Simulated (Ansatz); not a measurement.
Results of LDA in Ansatz (PAW) for 1T (CdI2-type) CdI₂.

Run with plane-wave cutoff 520 eV, 12×12×6 k mesh (along the axes of the cell as run), scalar-relativistic PAW data made under PBE.

Cell (relaxed at this level):

```xyz
3
Lattice="4.1636 0.0000 0.0000 -2.0818 3.6058 0.0000 0.0000 0.0000 6.6596" Properties=species:S:1:pos:R:3 pbc="T T T"
Cd     0.0000     0.0000     0.0000
I      0.0000     2.4039     1.6913
I      2.0818     1.2019     4.9683
```

### Question
What does this level give for the elastic constant C66, elastic constant C44, Poisson ratio, elastic constant C33, elastic constant C11, elastic constant C12 and elastic constant C13?

### Answer

* **elastic constant C66**: 15.0 GPa
* **elastic constant C44**: 5.96 GPa
* **Poisson ratio**: 0.296
* **elastic constant C33**: 23.9 GPa
* **elastic constant C11**: 48.4 GPa
* **elastic constant C12**: 18.4 GPa
* **elastic constant C13**: 10.7 GPa

Elastic constants are with the ions relaxed.

Spin–orbit coupling is not included.

Ansatz is a program for electronic structure.
